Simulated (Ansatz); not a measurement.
**AlH5S: one molecule under many settings**

How do the results and run time of AlH5S respond when the settings are drawn wide?

Program: Ansatz 0.2.0, Gaussian basis. Level of theory: the settings change from run to run. These are calculated values, not measurements.

## 1. The geometry

An earlier PBE0-D4 in a triple-zeta def2 set relaxation fixed the geometry.

SMILES `[AlH3-][SH2+]`, 7 atoms, charge 0, spin multiplicity 1.

Atoms are counted from 1 here; the program's logs count them from 0.

Bond lengths: Al1–S2 2.535 Å, Al1–H3 1.595 Å, Al1–H4 1.595 Å, Al1–H5 1.597 Å, S2–H6 1.344 Å, S2–H7 1.344 Å. Angles: S2–Al1–H3 95.5°, S2–Al1–H4 95.4°, S2–Al1–H5 98.7°, H3–Al1–H4 119.1°, H3–Al1–H5 118.5°, H4–Al1–H5 118.5°, Al1–S2–H6 97.8°, Al1–S2–H7 97.8°, H6–S2–H7 92.8°.

## 2. wB97X/def2-mTZVPP

Set apart from the defaults: charge +1, multiplicity 2, atoms shaken by 0.15 Å.

Input file in.yaml:

```yaml
crystal:
  periodic: [false, false, false]
  atoms:
    - {symbol: Al, position_ang: [-0.623012, -0.719125, -0.305259]}
    - {symbol: S, position_ang: [0.866952, 0.793892, 1.294690]}
    - {symbol: H, position_ang: [0.053320, -2.371859, -0.344682]}
    - {symbol: H, position_ang: [-2.129348, -0.501211, -0.074775]}
    - {symbol: H, position_ang: [-0.267892, -0.276602, -1.814857]}
    - {symbol: H, position_ang: [0.369074, 1.935470, 0.533439]}
    - {symbol: H, position_ang: [1.815036, 0.616046, 0.547165]}
basis:
  gaussian: {orbitals: def2-mTZVPP}
total_charge: 1
magnetization: {spin_polarized: true, initial_magnetization: 1}
hamiltonian: {xc: {name: wB97X}}
```

Launch:

```
$ ansatz run in.yaml --threads 4 --pin off --events-out ev --progress --plain --max-ram 10444MiB
```

What it wrote:

```text
Functional definition: wB97X
  name "wB97X"
  cite "Chai & Head-Gordon, J. Chem. Phys. 128, 084106 (2008) doi:10.1063/1.2834918"
  cite "Becke, J. Chem. Phys. 107, 8554 (1997) doi:10.1063/1.475007"
  parameter omega = 0.3/bohr
  parameter cx = 0.157706
  parameter cx1 = 0.726479
  parameter cx2 = 1.04760
  parameter cx3 = -5.70635
  parameter cx4 = 13.2794
  parameter css1 = -4.33879
  parameter css2 = 18.2308
  parameter css3 = -31.7430
  parameter css4 = 17.2901
  parameter cos1 = 2.37031
  parameter cos2 = -11.3995
  parameter cos3 = 6.58405
  parameter cos4 = -3.78132
  # The coefficients of nought are those of the uniform gas.
  exchange = spin_sum(e_x_unif_sr(omega)*poly(b97_u_x, 1 - cx, cx1, cx2, cx3, cx4)) + cx*exact_x_sr(omega)
      + exact_x_lr(omega)
  correlation = spin_sum(e_c_pw_same_spin*poly(b97_u_same, 1, css1, css2, css3, css4))
      + integral(e_c_pw_opposite_spin*poly(b97_u_opposite, 1, cos1, cos2, cos3, cos4))
682 factors; integrals over basis functions are off by at most 1.7e-3 eV
186 factors; integrals over basis functions are off by at most 9.7e-6 eV
mean field evaluation 1: about -17501.2875 eV, gradient 1.4e1 eV
mean field evaluation 2: about -17502.3842 eV, gradient 8.5e0 eV
mean field evaluation 4: about -17502.7053 eV, gradient 3.7e-1 eV
mean field evaluation 8: about -17502.7479 eV, gradient 4.5e-2 eV
mean field evaluation 16: about -17502.7483 eV, gradient 3.2e-3 eV
mean field -17502.74827925 eV, -643.2141354735 hartree, gradient 3.8e-5 eV, S^2 0.769160; 2 other end points of the search recorded, 0 dependent functions left out
reference -17502.74824673 eV, -643.2141342784 hartree; 17, 16 occupied and 57, 58 virtual orbitals, 682 factors
Total energy: -17502.74824673 eV, -643.2141342784 hartree
```

It took 3.1 s on 4 threads of Arm Neoverse V1, shared host.

⟨S²⟩ 0.769.

## 3. revPBE/6-31G

This run has charge +1, multiplicity 2, D4 dispersion, the search for lower states set to off.

Input file in.yaml:

```yaml
crystal:
  periodic: [false, false, false]
  atoms:
    - {symbol: Al, position_ang: [-0.613996, -0.748953, -0.513778]}
    - {symbol: S, position_ang: [0.625006, 0.694468, 1.161525]}
    - {symbol: H, position_ang: [0.050613, -2.123604, -0.051252]}
    - {symbol: H, position_ang: [-2.072172, -0.374631, 0.014401]}
    - {symbol: H, position_ang: [-0.091162, -0.063930, -1.857996]}
    - {symbol: H, position_ang: [0.328684, 1.890979, 0.625504]}
    - {symbol: H, position_ang: [1.834326, 0.657670, 0.575895]}
basis:
  gaussian: {orbitals: 6-31G}
total_charge: 1
magnetization: {spin_polarized: true, initial_magnetization: 1}
hamiltonian: {xc: {name: revPBE}, dispersion: d4}
scf: {lower_state_search: off}
```

The command is unchanged.

What it wrote (excerpt; [...] marks lines left out):

```text
Functional definition: revPBE
  name "revPBE"
  cite "Zhang & Yang, Phys. Rev. Lett. 80, 890 (1998) doi:10.1103/PhysRevLett.80.890"
  cite "Perdew, Burke & Ernzerhof, Phys. Rev. Lett. 77, 3865 (1996) doi:10.1103/PhysRevLett.77.3865"
[...]
438 factors; integrals over basis functions are off by at most 2.7e-4 eV
[...]
mean field -17497.34649809 eV, -643.0156236774 hartree, gradient 9.0e-6 eV, S^2 0.755651; 0 other end points of the search recorded, 0 dependent functions left out
reference -17497.34654430 eV, -643.0156253756 hartree; 17, 16 occupied and 19, 20 virtual orbitals, 438 factors
Total energy: -17497.57735027 eV, -643.0241073384 hartree
Checks for a lower state left out: stability, starts, cluster_reference, orbital_swaps, neighbouring_geometries, increment
```

It took 0.45 s on 4 threads of Arm Neoverse V1, shared host.

⟨S²⟩ 0.756.

## 4. HSE06/6-31G*

This run has a grid of angular degree 23.

Changes to in.yaml since step 3:

```diff
@@ -11,6 +11,3 @@
 basis:
-  gaussian: {orbitals: 6-31G}
-total_charge: 1
-magnetization: {spin_polarized: true, initial_magnetization: 1}
-hamiltonian: {xc: {name: revPBE}, dispersion: d4}
-scf: {lower_state_search: off}
+  gaussian: {orbitals: "6-31G*", final_grid: {core_spheres: 8, valence_spheres: 7, degree: 23}}
+hamiltonian: {xc: {name: HSE06}}
```

Same command.

What it wrote (excerpt; [...] marks lines left out):

```text
Functional definition: HSE06
  name "HSE06"
  cite "Heyd, Scuseria & Ernzerhof, J. Chem. Phys. 118, 8207 (2003) doi:10.1063/1.1564060"
  cite "Krukau, Vydrov, Izmaylov & Scuseria, J. Chem. Phys. 125, 224106 (2006) doi:10.1063/1.2404663"
  cite "Heyd & Scuseria, J. Chem. Phys. 120, 7274 (2004) doi:10.1063/1.1668634"
  cite "Ernzerhof & Perdew, J. Chem. Phys. 109, 3313 (1998) doi:10.1063/1.476928"
  cite "Perdew, Burke & Ernzerhof, Phys. Rev. Lett. 77, 3865 (1996) doi:10.1103/PhysRevLett.77.3865"
  parent pbe
[...]
  # The whole range is PBE's own exchange, as in plane waves. The composition of these papers is wPBEh.
[...]
491 factors; integrals over basis functions are off by at most 7.5e-4 eV
87 factors; integrals over basis functions are off by at most 6.8e-7 eV
[...]
mean field -17504.67449128 eV, -643.2849224599 hartree, gradient 2.3e-5 eV, S^2 0.000000; 0 other end points of the search recorded, 0 dependent functions left out
reference -17504.67453041 eV, -643.2849238980 hartree; 17, 17 occupied and 31, 31 virtual orbitals, 491 factors
Total energy: -17504.67453041 eV, -643.2849238980 hartree
```

Run time: 0.35 s. Hardware: 4 threads of Arm Neoverse V1, shared host.

## 5. r2SCANh/def2-mTZVP

Options: charge -1, multiplicity 2, D4 dispersion, high accuracy.

Changes to in.yaml since step 4:

```diff
@@ -11,3 +11,7 @@
 basis:
-  gaussian: {orbitals: "6-31G*", final_grid: {core_spheres: 8, valence_spheres: 7, degree: 23}}
-hamiltonian: {xc: {name: HSE06}}
+  gaussian: {orbitals: def2-mTZVP}
+total_charge: -1
+magnetization: {spin_polarized: true, initial_magnetization: 1}
+hamiltonian: {xc: {name: r2SCANh}, dispersion: d4}
+accuracy: high
+output: {forces: true}
```

The command is unchanged.

What it wrote (excerpt; [...] marks lines left out):

```text
Functional definition: r2SCANh
  name "r2SCANh"
  cite "Bursch, Neugebauer, Ehlert & Grimme, J. Chem. Phys. 156, 134105 (2022) doi:10.1063/5.0086040"
  cite "Furness, Kaplan, Ning, Perdew & Sun, J. Phys. Chem. Lett. 11, 8208 (2020) doi:10.1021/acs.jpclett.0c02405"
  cite "Furness, Kaplan, Ning, Perdew & Sun, J. Phys. Chem. Lett. 11, 9248 (2020) doi:10.1021/acs.jpclett.0c03077"
  parent r2scan
[...]
1224 factors; integrals over basis functions are off by at most 4.0e-9 eV
[...]
mean field -17510.52752469 eV, -643.5000174706 hartree, gradient 3.7e-8 eV, S^2 0.755024; 4 other end points of the search recorded, 0 dependent functions left out
[...]
reference -17510.52752795 eV, -643.5000175905 hartree; 18, 17 occupied and 41, 42 virtual orbitals, 1224 factors
Total energy: -17510.56428514 eV, -643.5013683922 hartree
Atom 0 at    -0.613996    -0.748953    -0.513778 Å, force    -0.127078    -0.149701    -0.123665 eV/Å
Atom 1 at     0.625006     0.694468     1.161525 Å, force    -0.894866    -1.134351     1.222475 eV/Å
Atom 2 at     0.050613    -2.123604    -0.051252 Å, force     0.125630    -0.242906     0.101229 eV/Å
Atom 3 at    -2.072172    -0.374631     0.014401 Å, force    -0.258930     0.073120     0.113036 eV/Å
Atom 4 at    -0.091162    -0.063930    -1.857996 Å, force     0.103868     0.134445    -0.226355 eV/Å
Atom 5 at     0.328684     1.890979     0.625504 Å, force    -0.531752     1.523687    -0.507236 eV/Å
Atom 6 at     1.834326     0.657670     0.575895 Å, force     1.583129    -0.204294    -0.579483 eV/Å
Dipole moment:     0.392282     0.458275     0.515391 e Å
```

It took 13 s on 4 threads of Arm Neoverse V1, shared host; peak memory 0.37 GiB.

Largest force 1.893 eV/Å, ⟨S²⟩ 0.755.

## 6. BCCD(T)/def2-TZVP

Set apart from the defaults: a point charge of 0.50 e beside it.

Changes to in.yaml since step 5:

```diff
@@ -11,7 +11,4 @@
 basis:
-  gaussian: {orbitals: def2-mTZVP}
-total_charge: -1
-magnetization: {spin_polarized: true, initial_magnetization: 1}
-hamiltonian: {xc: {name: r2SCANh}, dispersion: d4}
-accuracy: high
-output: {forces: true}
+  gaussian: {orbitals: def2-TZVP, point_charges: [{charge: 0.50, position_ang: [6.098, 0.244, 0.282]}]}
+hamiltonian: {xc: {name: HF}}
+correlation: {method: bccd_t}
```

The command is unchanged.

What it wrote (excerpt; [...] marks lines left out):

```text
Functional definition: HF
  name "HF"
  cite "Fock, Z. Phys. 61, 126 (1930) doi:10.1007/BF01340294"
  parent pbe
[...]
697 factors; integrals over basis functions are off by at most 8.5e-4 eV
[...]
mean field -17479.42114103 eV, -642.3568789558 hartree, gradient 1.2e-6 eV, S^2 0.000000; 0 other end points of the search recorded, 0 dependent functions left out
10 core orbitals not correlated: weight in the atoms' cores, before any rotation towards them, 1.000 or more for the frozen orbitals, at most 0.000 for the correlated occupied ones
reference -17479.42114103 eV, -642.3568789558 hartree; 7, 7 occupied and 87, 87 virtual orbitals, 697 factors
second order -7.47706069 eV of doubles, -0.00000000 eV of singles
cycle   1  -8.44874639 eV  change   -9.7e-1 eV  update   7.2e-2
[...]
cycle   9  -8.79229084 eV  change    3.1e-6 eV  update   6.4e-6
perturbative correction -0.28421922 eV, -0.0104448638 hartree
Total energy: -17488.49765110 eV, -642.6904345483 hartree
```

It took 1.6 s on 4 threads of Arm Neoverse V1, shared host; peak memory 0.41 GiB.

## 7. PBE/6-31++G**

Set apart from the defaults: D3(BJ) with three-body dispersion.

Changes to in.yaml since step 6:

```diff
@@ -11,4 +11,4 @@
 basis:
-  gaussian: {orbitals: def2-TZVP, point_charges: [{charge: 0.50, position_ang: [6.098, 0.244, 0.282]}]}
-hamiltonian: {xc: {name: HF}}
-correlation: {method: bccd_t}
+  gaussian: {orbitals: "6-31++G**"}
+hamiltonian: {xc: {name: PBE}, dispersion: d3bjatm}
+output: {forces: true}
```

Same command.

What it wrote (excerpt; [...] marks lines left out):

```text
Functional definition: PBE
  name "PBE"
  cite "Perdew, Burke & Ernzerhof, Phys. Rev. Lett. 77, 3865 (1996) doi:10.1103/PhysRevLett.77.3865"
  parent pbe
[...]
794 factors; their error is unknown
[...]
mean field -17503.55826072 eV, -643.2439017434 hartree, gradient 4.6e-5 eV, S^2 0.000000; 0 other end points of the search recorded, 0 dependent functions left out
[...]
reference -17503.55833424 eV, -643.2439044454 hartree; 17, 17 occupied and 59, 59 virtual orbitals, 794 factors
Total energy: -17503.67192184 eV, -643.2480787126 hartree
Atom 0 at    -0.613996    -0.748953    -0.513778 Å, force    -0.066424    -0.080575    -0.009077 eV/Å
Atom 1 at     0.625006     0.694468     1.161525 Å, force    -0.204407    -0.261438     0.294445 eV/Å
Atom 2 at     0.050613    -2.123604    -0.051252 Å, force     0.075382    -0.140988     0.045200 eV/Å
Atom 3 at    -2.072172    -0.374631     0.014401 Å, force    -0.151419     0.045217     0.052028 eV/Å
Atom 4 at    -0.091162    -0.063930    -1.857996 Å, force     0.068634     0.088740    -0.136237 eV/Å
Atom 5 at     0.328684     1.890979     0.625504 Å, force    -0.070738     0.346438    -0.116405 eV/Å
Atom 6 at     1.834326     0.657670     0.575895 Å, force     0.348972     0.002605    -0.129954 eV/Å
Dipole moment:     0.492788     0.590029     0.268884 e Å
```

Run time: 0.6 s. Hardware: 4 threads of Arm Neoverse V1, shared host.

Largest force 0.444 eV/Å, dipole 3.91 D.

## 8. B97/cc-pVDZ

This run has atoms shaken by 0.08 Å.

Input file in.yaml:

```yaml
crystal:
  periodic: [false, false, false]
  atoms:
    - {symbol: Al, position_ang: [-0.472293, -0.683319, -0.608712]}
    - {symbol: S, position_ang: [0.765672, 0.728564, 1.152416]}
    - {symbol: H, position_ang: [-0.017737, -2.063010, 0.022027]}
    - {symbol: H, position_ang: [-2.067752, -0.314274, -0.142687]}
    - {symbol: H, position_ang: [-0.052189, -0.206704, -1.704250]}
    - {symbol: H, position_ang: [0.334701, 1.953986, 0.686266]}
    - {symbol: H, position_ang: [1.976099, 0.647542, 0.463678]}
basis:
  gaussian: {orbitals: cc-pVDZ}
hamiltonian: {xc: {name: B97}}
```

Same command.

What it wrote (excerpt; [...] marks lines left out):

```text
Functional definition: B97
  name "B97"
  cite "Becke, J. Chem. Phys. 107, 8554 (1997) doi:10.1063/1.475007"
[...]
      + integral(e_c_pw_opposite_spin*poly(b97_u_opposite, cos0, cos1, cos2))
589 factors; integrals over basis functions are off by at most 1.1e-3 eV
[...]
mean field -17509.71772251 eV, -643.4702577893 hartree, gradient 4.9e-5 eV, S^2 0.000000; 0 other end points of the search recorded, 0 dependent functions left out
reference -17509.71774920 eV, -643.4702587701 hartree; 17, 17 occupied and 44, 44 virtual orbitals, 589 factors
Total energy: -17509.71774920 eV, -643.4702587701 hartree
```

Run time: 1.1 s. Hardware: 4 threads of Arm Neoverse V1, shared host.

## 9. BHLYP/aug-cc-pVTZ

Options: D3(BJ) with three-body dispersion, relativity set to scalar.

Input file in.yaml:

```yaml
crystal:
  periodic: [false, false, false]
  atoms:
    - {symbol: Al, position_ang: [-0.613996, -0.748953, -0.513778]}
    - {symbol: S, position_ang: [0.625006, 0.694468, 1.161525]}
    - {symbol: H, position_ang: [0.050613, -2.123604, -0.051252]}
    - {symbol: H, position_ang: [-2.072172, -0.374631, 0.014401]}
    - {symbol: H, position_ang: [-0.091162, -0.063930, -1.857996]}
    - {symbol: H, position_ang: [0.328684, 1.890979, 0.625504]}
    - {symbol: H, position_ang: [1.834326, 0.657670, 0.575895]}
basis:
  gaussian: {orbitals: aug-cc-pVTZ}
hamiltonian: {xc: {name: BHLYP}, dispersion: d3bjatm, pseudopotentials: {relativity: scalar}}
output: {forces: true}
```

The command is unchanged.

What it wrote (excerpt; [...] marks lines left out):

```text
Functional definition: BHLYP
  name "BHLYP"
  cite "Becke, J. Chem. Phys. 98, 1372 (1993) doi:10.1063/1.464304"
  cite "Becke, Phys. Rev. A 38, 3098 (1988) doi:10.1103/PhysRevA.38.3098"
  cite "Lee, Yang & Parr, Phys. Rev. B 37, 785 (1988) doi:10.1103/PhysRevB.37.785"
[...]
1073 factors; their error is unknown
[...]
mean field -17550.91364918 eV, -644.9841801710 hartree, gradient 5.5e-5 eV, S^2 0.000000; 0 other end points of the search recorded, 0 dependent functions left out
[...]
reference -17550.91384957 eV, -644.9841875349 hartree; 17, 17 occupied and 198, 198 virtual orbitals, 1073 factors
Total energy: -17551.09142844 eV, -644.9907134382 hartree
Relativity: scalar
Atom 0 at    -0.613996    -0.748953    -0.513778 Å, force    -0.077528    -0.091386    -0.072065 eV/Å
Atom 1 at     0.625006     0.694468     1.161525 Å, force     0.263793     0.331660    -0.247101 eV/Å
Atom 2 at     0.050613    -2.123604    -0.051252 Å, force    -0.086260     0.163162    -0.069397 eV/Å
Atom 3 at    -2.072172    -0.374631     0.014401 Å, force     0.173482    -0.051599    -0.077682 eV/Å
Atom 4 at    -0.091162    -0.063930    -1.857996 Å, force    -0.067782    -0.088344     0.167303 eV/Å
Atom 5 at     0.328684     1.890979     0.625504 Å, force     0.028129    -0.239027     0.145024 eV/Å
Atom 6 at     1.834326     0.657670     0.575895 Å, force    -0.233833    -0.024465     0.153918 eV/Å
Dipole moment:     0.449637     0.536357     0.295156 e Å
```

It took 2.9 s on 4 threads of Arm Neoverse V1, shared host; peak memory 0.48 GiB.

Largest force 0.491 eV/Å, dipole 3.65 D.

## 10. B3LYP5/cc-pVDZ

Options: atoms shaken by 0.15 Å, a grid of angular degree 47.

Input file in.yaml:

```yaml
crystal:
  periodic: [false, false, false]
  atoms:
    - {symbol: Al, position_ang: [-0.512500, -0.747773, -0.355183]}
    - {symbol: S, position_ang: [0.515651, 0.974237, 1.054777]}
    - {symbol: H, position_ang: [0.012203, -2.133530, 0.112754]}
    - {symbol: H, position_ang: [-1.889369, -0.274310, 0.048378]}
    - {symbol: H, position_ang: [-0.268886, -0.217751, -2.153651]}
    - {symbol: H, position_ang: [0.195410, 1.935615, 0.642933]}
    - {symbol: H, position_ang: [1.631720, 0.613459, 0.546888]}
basis:
  gaussian: {orbitals: cc-pVDZ, final_grid: {core_spheres: 20, valence_spheres: 16, degree: 47}}
hamiltonian: {xc: {name: B3LYP5}}
output: {forces: true}
```

Same command.

What it wrote (excerpt; [...] marks lines left out):

```text
Functional definition: B3LYP5
  name "B3LYP5"
  cite "Stephens, Devlin, Chabalowski & Frisch, J. Phys. Chem. 98, 11623 (1994) doi:10.1021/j100096a001"
  cite "Becke, Phys. Rev. A 38, 3098 (1988) doi:10.1103/PhysRevA.38.3098"
  cite "Lee, Yang & Parr, Phys. Rev. B 37, 785 (1988) doi:10.1103/PhysRevB.37.785"
  cite "Vosko, Wilk & Nusair, Can. J. Phys. 58, 1200 (1980) doi:10.1139/p80-159"
[...]
586 factors; integrals over basis functions are off by at most 1.1e-3 eV
[...]
mean field -17508.53114835 eV, -643.4266519931 hartree, gradient 5.2e-5 eV, S^2 0.000000; 0 other end points of the search recorded, 0 dependent functions left out
[...]
reference -17508.53140080 eV, -643.4266612707 hartree; 17, 17 occupied and 44, 44 virtual orbitals, 586 factors
Total energy: -17508.53140080 eV, -643.4266612707 hartree
Atom 0 at    -0.512500    -0.747773    -0.355183 Å, force    -0.272383     0.325708    -3.005630 eV/Å
Atom 1 at     0.515651     0.974237     1.054777 Å, force     1.747508   -12.429884     7.641904 eV/Å
Atom 2 at     0.012203    -2.133530     0.112754 Å, force     0.513721    -0.278632     0.315919 eV/Å
Atom 3 at    -1.889369    -0.274310     0.048378 Å, force    -1.265491     0.218536     0.440735 eV/Å
Atom 4 at    -0.268886    -0.217751    -2.153651 Å, force     0.142692    -0.500273     1.963648 eV/Å
Atom 5 at     0.195410     1.935615     0.642933 Å, force    -3.257669    12.197259    -6.072951 eV/Å
Atom 6 at     1.631720     0.613459     0.546888 Å, force     2.391623     0.467287    -1.283625 eV/Å
Dipole moment:     0.572898     0.639227     0.499568 e Å
```

Run time: 1.1 s. Hardware: 4 threads of Arm Neoverse V1, shared host.

Largest force 14.695 eV/Å, dipole 4.77 D.

## 11. All runs side by side

```
             level  charge  multiplicity               geometry  functions  energy (eV)    time
 wB97X/def2-mTZVPP       1             2                 shaken         74   -17502.748   3.1 s
      revPBE/6-31G       1             2                relaxed         36   -17497.577  0.45 s
      HSE06/6-31G*       0             1                relaxed         48   -17504.675  0.35 s
r2SCANh/def2-mTZVP      -1             2                relaxed         59   -17510.564    13 s
 BCCD(T)/def2-TZVP       0             1  relaxed, point charge        104   -17488.498   1.6 s
     PBE/6-31++G**       0             1                relaxed         76   -17503.672   0.6 s
       B97/cc-pVDZ       0             1                 shaken         61   -17509.718   1.1 s
 BHLYP/aug-cc-pVTZ       0             1                relaxed        215   -17551.091   2.9 s
    B3LYP5/cc-pVDZ       0             1                 shaken         61   -17508.531   1.1 s
```

## 12. What came out

| quantity | value |
| --- | --- |
| runs | 9 |
| quickest | HSE06/6-31G*, 0.35 s |
| slowest | r2SCANh/def2-mTZVP, 13 s |
| spread of total energies, same state and geometry | 47.4 eV |
| dipole, same state and geometry | 3.65 to 3.91 D |

**Reading.** r2SCANh/def2-mTZVP took 36 times as long as HSE06/6-31G*. The jobs differ in tasks and options as well as level. The totals spread over 47 eV; they can't be compared across methods or bases. Some of these runs are scalar-relativistic and others not, which shifts the totals of all-electron atoms past neon by eV; core potentials, where a basis has them, take the core out of the total altogether. At the PBE0-D4/def2-TZVP geometry and in the same state, runs without warnings or point charges leave forces up to 0.49 eV/Å (BHLYP/aug-cc-pVTZ), against 14.7 eV/Å where the atoms were moved.
